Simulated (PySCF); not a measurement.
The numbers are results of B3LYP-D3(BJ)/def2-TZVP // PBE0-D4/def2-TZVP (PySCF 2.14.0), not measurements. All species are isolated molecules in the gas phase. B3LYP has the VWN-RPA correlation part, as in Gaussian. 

Reference species (SMILES): `[SiH2][SiH3]` (neutral, multiplicity 2).

* **highest occupied spin orbital**: -5.93 eV

Changed species: `[C]#N` (radical fragment; the reference has radical fragment).

Q: What does the change do to the highest occupied spin orbital?

A: the highest occupied spin orbital falls by 4.65 eV, to -10.58 eV.
